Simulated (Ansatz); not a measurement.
For 2H WSe2, PBE in Ansatz (PAW) gives:

lattice constant a: 3.321 Å
c axis length: 15.107 Å

### Question
What does r²SCAN+rVV10 (plane waves, PAW; Ansatz, a quantum-chemistry and plane-wave program) give for the same quantities?

### Answer

- lattice constant a: 3.300 Å (shrinks by 0.6 %)
- lattice parameter c: 13.148 Å (drops by 13 %)

For comparison: lattice constant a 3.282 Å (measured, 300 K, no zero-point or thermal correction; as tabulated in arXiv:1605.07067); lattice parameter c 12.96 Å (measured, 300 K, not corrected to a static lattice; as tabulated in arXiv:1605.07067).

Changes are worked out from the printed values.

Unless a cell is named, each level is at its own relaxed cell (PBE 24.04, r²SCAN+rVV10 20.66 Å³/atom).

Levels without +SOC leave out spin–orbit coupling, which shifts energies and cells of such heavy elements.

The crystal itself was run without spin with PBE; a magnetic state was not tried in these runs.

Caveats: for a layered or molecular solid the relaxed cell lies over 5 % above the published volume, where the minimum can be shallow (PBE); the cell comes from a level without a dispersion term, which matters for the spacing of layers, chains or molecules (PBE). Ansatz's density-functional and Hartree–Fock values are scalar-relativistic unless marked +SOC, with PAW data made under PBE.
